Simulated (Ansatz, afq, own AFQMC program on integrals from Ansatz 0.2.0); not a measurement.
**BS⁺, triplet in 6-31G, levels against full CI**

```xyz
2

B     0.0000    0.0000    0.0000
S     0.0000    0.0000    1.6077
```

Basis 6-31G. Only valence electrons are correlated. Ansatz 0.2.0 and our own AFQMC program on the same integrals; the CISD trial comes from CCSD amplitudes, and released means the phaseless constraint is let go. ± is one standard error of the sampling.

Determinant: UHF, the one that the program's search chose, which needn't be the lowest solution. The geometry is a PBE0/def2-TZVP stationary point of this or a neighbouring charge and spin state.

Full CI on the same integrals is exact in this basis and with this determinant's frozen core.

Cautions: lower spins were not checked.

```
T1 diagnostic                               : 0.0310
weight of the determinant in the CISD state : 0.921
⟨S²⟩ of the determinant                     : 2.011
size of the correlated space                : 8 electrons in 16 orbitals
```

```csv
level,correlation energy (eV)
MP2,-1.7877
CCSD,-2.2191
CCSD(T),-2.3213
```

(1) Estimate where AFQMC with the constraint released lies against CCSD(T) on the same integrals.

(1) 2.2 ± 0.2 kJ/mol below CCSD(T).

Reference: full CI, correlation energy -2.346 eV. The released energy is read at 2.40 1/Eh (meV from the phaseless value at times in 1/Eh: -3.0 ± 2.4 at 0.24, -2 ± 3 at 0.51, -4.2 ± 1.9 at 0.99, -6.8 ± 2.1 at 1.62, -6.4 ± 2.2 at 2.40).

| level | E − E(reference) (kJ/mol) | share of correlation (%) |
| --- | --- | --- |
| CCSD(T) | 2.4 | 98.95 |
| CCSDT | -0.5 | 100.24 |
| CCSDT(Q) | -0.3 | 100.15 |
| CCSDTQ | -0.1 | 100.04 |
| ph-AFQMC/CISD | 0.8 ± 0.3 | 99.63 |
| released AFQMC | 0.2 ± 0.2 | 99.90 |

CCSDT and higher add their correlation energy to the determinant of the CCSD(T) run, since their own runs factorise the integrals more tightly (a shift of under 2 meV). A walk keeps the symmetry of its determinant, which the program's search chose and which needn't be the lowest solution, so a lower state of the same spin and another symmetry isn't excluded. Released energies are given only where the last usable release times agree within the noise; a slower fall can still hide under it.
